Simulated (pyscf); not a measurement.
Structures and frequencies: ωB97X-D3(BJ)/def2-SVP in PySCF.

For the elementary gas-phase step CuH + hydrogen fluoride (HF) → F–Cu + hydrogen (H₂) (singlet surface; Cu–H, F–H broken, Cu–F, H–H formed), what barrier and reaction energy does ωB97M-D3(BJ)/def2-TZVP give, measured from the separated reactants?

ΔE‡ = 37.6 kJ/mol, ΔE = -7.3 kJ/mol. Zero-point energy shifts the barrier by -0.2 kJ/mol. It is a four-centre exchange, with an imaginary mode of 865i cm⁻¹. On the reactant side the descent ends in a complex, 26.8 kJ/mol under the separated species and 54.2 kJ/mol under the saddle at ωB97X-D3(BJ)/def2-TZVP. The reactants may also form a dative adduct at CuH; it and routes through it were not searched. The products may also form a dative adduct at F–Cu; it and routes through it were not searched. At the saddle there is also a short Cu–H contact that neither side keeps. At ωB97X-D3(BJ)/def2-TZVP the barrier from the zero used here is 27.4 kJ/mol. One saddle was located; it need not be the lowest between these sides.
